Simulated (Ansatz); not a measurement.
**AlClH4Si: up Jacob's ladder to CCSD(T)**

An exercise on one series of results from a longer session: the logs are not shown, and one member is left open.

Computed with Ansatz 0.2.0, Gaussian basis. Level: functionals in def2-TZVPP, the program's frozen cores in correlated methods.

The runs, in order: LDA (SPW92), PBE-D4, revPBE-D4, BLYP-D4, r2SCAN-D4, B97M-V, PBE0-D4, B3LYP-D4, r2SCANh-D4, r2SCAN0-D4, HSE06-D4, BHLYP-D4, CAM-B3LYP-D4, LC-ωPBE, ωB97X-V, ωB97M-V, B2PLYP, PBE-QIDH; CCSD(T)/def2-SVP; CCSD(T)/def2-TZVPP; MP2/def2-QZVPP; extrapolation to the limit; RPA on PBE.

## Structure used throughout

An earlier PBE0-D4 in a triple-zeta def2 set relaxation fixed the geometry.

7 atoms, charge 0, spin multiplicity 1.

Atoms are counted from 1 here; the program's logs count them from 0.

Bond lengths: Si1–Al2 2.446 Å, Si1–H4 1.490 Å, Si1–H5 1.490 Å, Si1–H6 1.489 Å, Al2–Cl3 2.104 Å, Al2–H7 1.581 Å. Angles: Al2–Si1–H4 110.2°, Al2–Si1–H5 110.2°, Al2–Si1–H6 112.2°, H4–Si1–H5 107.8°, H4–Si1–H6 108.2°, H5–Si1–H6 108.1°, Si1–Al2–Cl3 116.2°, Si1–Al2–H7 127.5°, Cl3–Al2–H7 116.3°.

As a file:

```xyz
7

Si   -0.8612    0.5825   -0.3112
Al    1.0948   -0.6124    0.5431
Cl    1.7834   -2.2231   -0.6229
H    -2.0127   -0.3518   -0.4553
H    -0.5676    1.1547   -1.6551
H    -1.2766    1.6961    0.5863
H     1.9011   -0.3140    1.8695
```

Set-up of the first run:

File in.yaml:

```yaml
crystal:
  periodic: [false, false, false]
  atoms:
    - {symbol: Si, position_ang: [-0.861232, 0.582519, -0.311210]}
    - {symbol: Al, position_ang: [1.094795, -0.612421, 0.543106]}
    - {symbol: Cl, position_ang: [1.783412, -2.223128, -0.622903]}
    - {symbol: H, position_ang: [-2.012678, -0.351791, -0.455306]}
    - {symbol: H, position_ang: [-0.567601, 1.154725, -1.655104]}
    - {symbol: H, position_ang: [-1.276559, 1.696075, 0.586291]}
    - {symbol: H, position_ang: [1.901063, -0.313979, 1.869528]}
basis:
  gaussian: {orbitals: def2-TZVPP}
hamiltonian: {xc: lda}
output: {orbitals: {seedname: orbitals}}
```

Steps of the session up to this table: LDA; PBE-D4 (GGA); revPBE-D4 (GGA); BLYP-D4 (GGA); r2SCAN-D4 (meta-GGA); B97M-V (meta-GGA); PBE0-D4 (hybrid); B3LYP-D4 (hybrid); r2SCANh-D4 (hybrid); r2SCAN0-D4 (hybrid); HSE06-D4 (hybrid); BHLYP-D4 (hybrid); CAM-B3LYP-D4 (range-separated); LC-ωPBE-D4 (range-separated; the results give it without D4); ωB97X-V (range-separated); ωB97M-V (range-separated); B2PLYP (double hybrid); PBE-QIDH (double hybrid).

One table of the session follows, with a row left open; its other results are not shown here.

It belongs to the step «Orbital energies across the functionals». 

| functional | HOMO (eV) | LUMO (eV) | gap (eV) |
| --- | --- | --- | --- |
| LDA (SPW92) | -6.76 | -2.97 | 3.78 |
| PBE-D4 | -6.69 | -2.77 | 3.92 |
| revPBE-D4 | -6.65 | -2.67 | 3.98 |
| BLYP-D4 | ? | ? | ? |
| r2SCAN-D4 | -6.95 | -2.54 | 4.41 |
| B97M-V | -7.03 | -2.72 | 4.31 |
| PBE0-D4 | -7.80 | -2.02 | 5.78 |
| B3LYP-D4 | -7.61 | -2.19 | 5.41 |
| r2SCANh-D4 | -7.36 | -2.28 | 5.08 |
| r2SCAN0-D4 | -7.97 | -1.90 | 6.07 |
| HSE06-D4 | -7.41 | -2.39 | 5.02 |
| BHLYP-D4 | -8.82 | -1.21 | 7.60 |
| CAM-B3LYP-D4 | -9.07 | -1.04 | 8.03 |
| LC-ωPBE | -10.38 | 0.01 | 10.39 |
| ωB97X-V | -10.06 | -0.09 | 9.96 |
| ωB97M-V | -9.80 | -0.34 | 9.45 |

Q: Estimate the row for BLYP-D4 from the others.

Worked estimate for «HOMO (eV)». Against the share of exact exchange, B3LYP-D4 (0.2, -7.61), BHLYP-D4 (0.5, -8.82) give a slope of -4.03 per unit share; at 0 the line stands at -6.80.

The run gave: HOMO (eV): -6.55; LUMO (eV): -2.62; gap (eV): 3.93. In «HOMO (eV)» the line misses by -0.25.
